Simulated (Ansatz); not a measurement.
Relaxation of C2H6N (9 atoms, charge 0, multiplicity 2), to a largest force component of 0.015 eV/Å in at most 40 steps.

Computed with UKS r2SCANh/def2-SVP (Ansatz 0.2.0).

```xyz
9
Properties=species:S:1:pos:R:3
C -0.526 0.605 -0.557
C 0.398 -0.342 0.048
N 0.009 -0.613 1.417
H -1.523 0.269 -0.562
H -0.298 0.848 -1.627
H -0.574 1.617 -0.026
H 1.442 0.077 -0.014
H 0.438 -1.242 -0.554
H -0.025 0.304 1.955
```

Question: Where does it end, and by what steps?

Answer: The run converged. After 6 steps the energy has fallen by 0.251 eV; N3 moved furthest, 0.12 Å.

| step | energy less start (eV) | largest force component (eV/Å) | accepted |
| --- | --- | --- | --- |
| 0 | 0.0000 | 3.575 | yes |
| 1 | -0.2158 | 1.374 | yes |
| 2 | -0.2467 | 0.164 | yes |
| 3 | -0.2480 | 0.311 | yes |
| 4 | -0.2504 | 0.104 | yes |
| 5 | -0.2509 | 0.037 | yes |
| 6 | -0.2511 | 0.010 | yes |

```xyz
9
Properties=species:S:1:pos:R:3
C -0.555 0.664 -0.580
C 0.405 -0.330 0.067
N 0.127 -0.643 1.437
H -1.587 0.288 -0.542
H -0.297 0.836 -1.635
H -0.529 1.635 -0.063
H 1.435 0.086 0.020
H 0.441 -1.265 -0.517
H -0.099 0.253 1.894
```

The run took 13 s on 2 threads of Intel(R) Xeon(R) Platinum 8488C (Sapphire Rapids), on a shared host, peak memory 0.22 GiB.
